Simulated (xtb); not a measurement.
# C2H3FO2 (SMILES FC1OCO1) at GFN1-xTB

Wanted: an optimisation with harmonic vibrations of C2H3FO2. 

Program for the calculation: xtb 6.7.1.

3 further runs of the same task are left out: 3 set aside as unsound or not needed.

## Step 1: The system as given

The species is C2H3FO2 (8 atoms), meant as a singlet with charge 0. SMILES: `FC1OCO1`. All atoms were displaced at random from a relaxed shape. The run starts from this shape.

Bond lengths: F1–C2 1.260 Å, C2–O3 1.401 Å, O3–C4 1.345 Å, C2–O5 1.519 Å, C4–O5 1.320 Å, C2–H6 1.029 Å, C4–H7 1.147 Å, C4–H8 1.173 Å. Some angles: F1–C2–O3 112.3°, F1–C2–O5 111.6°, O3–C2–O5 92.4°, C2–O3–C4 83.1°, O3–C4–O5 104.7°, C2–O5–C4 79.5°, F1–C2–H6 109.2°, O3–C2–H6 116.8°, O5–C2–H6 113.7°, O3–C4–H7 111.2°.

## Step 2: An optimisation with harmonic vibrations at GFN1-xTB

geom.xyz

```xyz
8
C2H3FO2
F     -1.50845     0.98549     0.63797
C     -0.36893     0.87746     0.11219
O     -0.37406     0.02542    -1.00036
C      0.32930    -0.77888    -0.18277
O      0.52711    -0.05853     0.90528
H      0.03067     1.81542    -0.02359
H      1.31568    -1.10432    -0.66989
H     -0.14240    -1.82937     0.04221
```

On the command line:

```sh
$ xtb geom.xyz --chrg 0 --ohess normal --gfn 1 -P 1 > run.log
```

What values should one expect? Wanted: total energy at the end; dipole moment; HOMO energy; LUMO energy; HOMO–LUMO gap; dispersion energy; lowest harmonic wavenumber; highest harmonic wavenumber; zero-point energy.

**Answer.** As computed:

At GFN1-xTB:

| quantity | value |
| --- | --- |
| total energy at the end | -20.37081 Eh |
| dipole moment | 2.17 D |
| HOMO energy | -13.12 eV |
| LUMO energy | -4.32 eV |
| HOMO–LUMO gap | 8.80 eV |
| dispersion energy | -4.40 kJ/mol |
| lowest harmonic wavenumber | 186 cm⁻¹ |
| highest harmonic wavenumber | 2985 cm⁻¹ |
| zero-point energy | 143.8 kJ/mol |

At the final geometry: Bond lengths: F1–C2 1.358 Å, C2–O3 1.395 Å, O3–C4 1.422 Å, C2–O5 1.395 Å, C4–O5 1.423 Å, C2–H6 1.101 Å, C4–H7 1.099 Å, C4–H8 1.100 Å. Some angles: F1–C2–O3 111.6°, F1–C2–O5 111.6°, O3–C2–O5 94.4°, C2–O3–C4 86.6°, O3–C4–O5 92.1°, C2–O5–C4 86.6°, F1–C2–H6 106.7°, O3–C2–H6 116.3°, O5–C2–H6 116.2°, O3–C4–H7 112.8°. All 18 modes are real, so the shape is a minimum at this level.
